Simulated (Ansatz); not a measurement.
# C3H6O2: a ladder of functionals and wavefunction methods

How much do the methods differ for C3H6O2? The plan is to run it at one geometry with functionals of several rungs and with coupled cluster. The yardstick is the atomisation energy at the CCSD(T) limit.

Computed with Ansatz 0.2.0, Gaussian basis. Level: functionals in def2-TZVPP, the program's frozen cores in correlated methods.

Levels to be run: PBE-D4, r2SCAN-D4, PBE0-D4, B3LYP-D4, ωB97X-V, ωB97M-V, B2PLYP; CCSD(T)/def2-TZVPP; MP2/def2-QZVPP; extrapolation to the limit.

## 1. The relaxed structure

All runs share one geometry, relaxed beforehand with PBE0-D4 in a triple-zeta def2 set.

SMILES `COCC=O`, 11 atoms, charge 0, spin multiplicity 1.

Atoms are counted from 1 here; the program's logs count them from 0.

Bond lengths: C1–O2 1.410 Å, C1–H6 1.089 Å, C1–H7 1.099 Å, C1–H8 1.093 Å, O2–C3 1.383 Å, C3–C4 1.507 Å, C3–H9 1.106 Å, C3–H10 1.098 Å, C4–O5 1.197 Å, C4–H11 1.115 Å. Angles: O2–C1–H6 106.8°, O2–C1–H7 110.8°, O2–C1–H8 111.7°, H6–C1–H7 108.8°, H6–C1–H8 109.2°, H7–C1–H8 109.4°, C1–O2–C3 113.8°, O2–C3–C4 116.1°, O2–C3–H9 112.5°, O2–C3–H10 108.0°, C4–C3–H9 106.9°, C4–C3–H10 106.8°, H9–C3–H10 105.9°, C3–C4–O5 125.5°, C3–C4–H11 113.2°, O5–C4–H11 121.3°.

## 2. PBE-D4 (GGA)

in.yaml

```yaml
crystal:
  periodic: [false, false, false]
  atoms:
    - {symbol: C, position_ang: [0.478120, 1.384032, 0.506954]}
    - {symbol: O, position_ang: [1.038863, 0.293335, -0.188218]}
    - {symbol: C, position_ang: [0.100031, -0.539604, -0.770094]}
    - {symbol: C, position_ang: [-0.673321, -1.427295, 0.170515]}
    - {symbol: O, position_ang: [-0.567774, -1.437082, 1.363302]}
    - {symbol: H, position_ang: [1.308538, 1.997881, 0.853971]}
    - {symbol: H, position_ang: [-0.154950, 1.987417, -0.158489]}
    - {symbol: H, position_ang: [-0.110274, 1.056223, 1.368219]}
    - {symbol: H, position_ang: [-0.643558, 0.016534, -1.371510]}
    - {symbol: H, position_ang: [0.622115, -1.201427, -1.473365]}
    - {symbol: H, position_ang: [-1.384490, -2.107813, -0.353685]}
basis:
  gaussian: {orbitals: def2-TZVPP}
hamiltonian: {xc: pbe, dispersion: d4}
output: {forces: true, orbitals: {seedname: orbitals}}
```

On the command line:

```sh
ansatz run in.yaml --threads 4 --pin off --events-out ev --progress --plain --max-ram 10444MiB
```

The runs that follow: r2SCAN-D4 (meta-GGA); PBE0-D4 (hybrid); B3LYP-D4 (hybrid); ωB97X-V (range-separated); ωB97M-V (range-separated); B2PLYP (double hybrid); CCSD(T) in def2-TZVPP; MP2 in def2-QZVPP.

**Question.** What will the summary of the whole plan be? Wanted: atomisation energy, CCSD(T)/CBS; farthest; mean size of error, hybrid; mean size of error, range-separated; gap, smallest and largest; T1 diagnostic; triples share of the correlation energy.

**Answer**, as computed:

| quantity | value |
| --- | --- |
| atomisation energy, CCSD(T)/CBS | 1055.8 kcal/mol |
| functionals within 5.3 kcal/mol (0.5 %) | r2SCAN-D4, B3LYP-D4, ωB97X-V, ωB97M-V |
| farthest | PBE-D4 (+33.4 kcal/mol) |
| mean size of error, hybrid | 3.2 kcal/mol |
| mean size of error, range-separated | 3.1 kcal/mol |
| gap, smallest and largest | 3.67 eV (PBE-D4), 11.31 eV (ωB97X-V) |
| T1 diagnostic | 0.0132 |
| triples share of the correlation energy | 3.9 % |

What this shows: PBE-D4 is off by +33.4 kcal/mol. Double hybrids carry the basis error of their MP2 part in triple zeta, and no dispersion term here, so their miss is partly the set-up's. Misses under about 5.3 kcal/mol are within the doubt on the reference itself, which lacks core-valence correlation, relativity and higher excitations. Hartree-Fock recovers 71 % of the binding; the rest is correlation. The gap grows from 3.7 to 11.3 eV across the functionals, mostly with the share of exact exchange.
